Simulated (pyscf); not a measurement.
`[OH2]` + `[OH][Zn][SeH]` → `[OH][Zn][OH]` + `[SeH2]`, a four-centre exchange (singlet surface; H–O, Se–Zn broken, O–Zn, H–Se formed). PySCF, gas phase, ωB97X-D3(BJ)/def2-SVP geometries. Energies in kcal/mol from the separated reactants.

Small-basis levels: PySCF, no dispersion term, spherical d functions. 

Task: Quick SVWN5/6-31G*+LANL2DZ single points give ΔE‡ = -3.9 kcal/mol and ΔE = +16.0 kcal/mol. What does ωB97M-D3(BJ)/def2-TZVP give, and how far is the quick result from it?

Result: ωB97M-D3(BJ)/def2-TZVP gives ΔE‡ = 15.3 kcal/mol and ΔE = +17.9 kcal/mol. SVWN5/6-31G*+LANL2DZ lies 19.1 kcal/mol under it in the barrier and 1.9 kcal/mol under it in the reaction energy, so on this step it does not hold to within 3.0 kcal/mol. ωB97M-D3(BJ)/def2-TZVP has limits of its own. On the reactant side the descent ends in an adduct with a O–Zn contact (not fully relaxed), 11.6 kcal/mol under the separated species and 25.8 kcal/mol under the saddle at ωB97X-D3(BJ)/def2-TZVP. On the product side the descent ends in an adduct with a Se–Zn contact, 11.0 kcal/mol under the separated species and 4.5 kcal/mol under the saddle at ωB97X-D3(BJ)/def2-TZVP. At ωB97M-D3(BJ) the saddle lies under the separated products, which points to a path from their complex (located at ωB97X-D3(BJ) alone), and parting the products costs more than the saddle. What is counted as formed (O–Zn) is already present as a longer contact in the reactant adduct; forming that adduct is a step of its own. What is counted as broken (Se–Zn) persists as a longer contact in the product adduct; parting that adduct is a step of its own. One saddle was located; it need not be the lowest between these sides. In the def2 sets elements up to Kr have no core potential.
